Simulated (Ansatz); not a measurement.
Two isomers of C3H8N2: A = `C=C(N)CN`, B = `CCC(=N)N`.

Computed with Ansatz on PBE0-D4/def2-TZVP structures; ΔE is electronic, products minus reactants. CBS: MP2 limit from def2 TZ/QZ plus the TZ coupled-cluster correction, frozen cores. DFT in def2-TZVPP. B3LYP here is the variant with VWN-RPA as its local correlation; programs differ in this. One conformer a species, not always the lowest.

Q: Which isomer does CCSD(T)/CBS put lower? Give the gap. (Best estimate.)

A: Ansatz gave: B, by 13.4 kcal/mol.

Q: Give E(B) − E(A) in kcal/mol with r2SCAN-D4, PBE0-D4, B3LYP, B2PLYP, CCSD(T)/def2-TZVPP, CCSD/def2-TZVPP, HF/def2-TZVPP. (An estimate is asked.)

A: The calculation gave: r2SCAN-D4 -14.5, PBE0-D4 -13.6, B3LYP -13.8, B2PLYP -14.1, CCSD(T)/def2-TZVPP -14.0, CCSD/def2-TZVPP -14.0, HF/def2-TZVPP -15.1. None reverses the order clearly.

Largest T1 diagnostic: 0.012.

In def2-TZVPP, CCSD(T) changes the Hartree–Fock value by +1.2 kcal/mol (the triples alone add −0.0 kcal/mol) and MP2 by +1.0 kcal/mol.
